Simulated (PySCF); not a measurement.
Isomers of C4H7N, mass 69.058 u with the commonest isotopes. The calculation used PBE0/pcSseg-1 in PySCF (dipole) on a GFN2-xTB geometry, gas phase. One conformer each, none proved a minimum here; rigid rotors.

Question: Order these by out-of-plane moment Σ m c² = (Ia + Ib − Ic)/2, largest first.
A. `[C-:1]#[N+:2][CH2:3][CH2:4][CH3:5]` with N2–C3–C4–C5 -66°
B. `[NH2:1][C@@H:2]1[CH:3]=[CH:4][CH2:5]1` with H–N1–C2–C3 49° and 169°
C. `[CH:1]#[C:2][CH2:3][NH:4][CH3:5]` with C2–C3–N4–C5 65° (N-methyl propargyl amine)
D. `[C-]#[N+]C(C)C`
E. 1-pyrroline (`C1=NCCC1`)

Answer: B (10.00 u·Å²), A (9.61 u·Å²), C (9.04 u·Å²), D (8.62 u·Å²), E (4.70 u·Å²).

Question: Order these by radius of gyration √(Σ m r²/M), smallest first.
A. isobutyronitrile (`CC(C)C#N`)
B. `[C-]#[N+]C(C)C`
C. 1-pyrroline, `C1N=CCC1`
D. `[NH2:1][C@@H:2]1[CH:3]=[CH:4][CH2:5]1` with H–N1–C2–C3 49° and 169°
E. `[C-:1]#[N+:2][CH2:3][CH2:4][CH3:5]` with N2–C3–C4–C5 -66°
F. `[CH:1]#[C:2][CH2:3][NH:4][CH3:5]` with C2–C3–N4–C5 65°

Answer: C (1.357 Å), D (1.433 Å), B (1.564 Å), A (1.607 Å), E (1.630 Å), F (1.657 Å).

Question: Order these by rotational constant B, largest first.
A. 1-pyrroline (`C1=NCCC1`)
B. `[NH2:1][C@@H:2]1[CH:3]=[CH:4][CH2:5]1` with H–N1–C2–C3 49° and 169°
C. `[CH:1]#[C:2][CH2:3][NH:4][CH3:5]` with C2–C3–N4–C5 65°
D. isobutyronitrile (`CC(C)C#N`)
E. `[C-]#[N+]C(C)C`
F. `[C-:1]#[N+:2][CH2:3][CH2:4][CH3:5]` with N2–C3–C4–C5 -66°

Answer: A (7501 MHz), B (4836 MHz), E (4412 MHz), D (4082 MHz), F (3482 MHz), C (3325 MHz).

```
        SMILES  point group  Ia (u·Å²)  Ib (u·Å²)  Ic (u·Å²)      κ  μa (D)  μb (D)  μc (D)
[C-]#[N+]C(C)C           Cs      63.06     114.56     160.37  -0.48    3.82    0.00    0.71
  [C-]#[N+]CCC           C1      48.06     145.13     173.96  -0.85    3.08    2.18    0.49
        C#CCNC           C1      46.57     152.01     180.50  -0.87    0.18    0.56    0.26
      CC(C)C#N           Cs      63.19     123.82     169.83  -0.56    3.99    0.00    0.70
 N[C@@H]1C=CC1            –      47.31     104.51     131.82  -0.71    0.36    1.17    0.44
        CCCC#N           C1      49.34     151.78     182.21  -0.85    3.33    2.15    0.48
      C1=NCCC1           Cs      64.41      67.37     122.38   0.81    2.14    0.03    0.01
```
